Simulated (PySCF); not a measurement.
Species: C3H3P2 (charge -1).
SMILES with atom numbers: `[cH:1]1[cH:2][p-:3][cH:4][p:5]1` (hydrogens: H6 on C1; H7 on C2; H8 on C4)
Bond orders are those of one Lewis drawing.

Method: PBE0-D3(BJ)/def2-SVP geometry optimisation, gas phase in PySCF; density fitting, grid level 1; the optimiser is geomeTRIC in internal coordinates, started from a GFN2-xTB structure.

Step 0: E = -21719.2269 eV
```
atom  x, y, z in Å  |  force x, y, z in eV/Å
C1     -0.8035    0.7357    0.3001   -0.061   0.660   0.306
C2     -0.9773   -0.4871   -0.2901   -0.244  -0.619  -0.311
P3      0.4547   -1.4157   -0.6492    0.094  -0.470  -0.213
C4      1.5150   -0.2080   -0.0162    0.334  -0.044  -0.009
P5      0.8327    1.2405    0.6322    0.225   0.423   0.218
H6     -1.6400    1.3783    0.5567   -0.398   0.235   0.091
H7     -1.9607   -0.8783   -0.5318   -0.451  -0.118  -0.080
H8      2.5883   -0.3561   -0.0263    0.502  -0.068  -0.001
```

Task: Estimate the geometry and energy of step 1. (The exact step hangs on the optimiser's Hessian estimate; all steps are aligned on step 0, rigid shifts and turns removed.)

Result: E = -21719.2690 eV, largest force 0.127 eV/Å
```
atom  x, y, z in Å  |  force x, y, z in eV/Å
C1     -0.8151    0.7471    0.3043   -0.037  -0.011  -0.007
C2     -0.9917   -0.4948   -0.2952   -0.033   0.021   0.008
P3      0.4605   -1.4207   -0.6509    0.016  -0.113  -0.054
C4      1.5439   -0.2116   -0.0172   -0.015   0.001   0.000
P5      0.8397    1.2433    0.6343    0.048   0.105   0.052
H6     -1.6677    1.3909    0.5616    0.022  -0.007  -0.002
H7     -1.9913   -0.8829   -0.5354    0.023   0.001   0.002
H8      2.6308   -0.3618   -0.0260   -0.024   0.003   0.001
```

The energy changes by -0.0421 eV. The first-order estimate −F·Δx gives -0.0866 eV and the mean of the old and new forces, exact on a quadratic surface, -0.0429 eV. The step makes an angle of 41° with the force vector and moves no atom by more than 0.043 Å.

The cost below is that of the whole optimisation. On Arm Neoverse V2, one thread, shared host, this took 10 s of wall time and 0.50 GiB of memory at its peak.
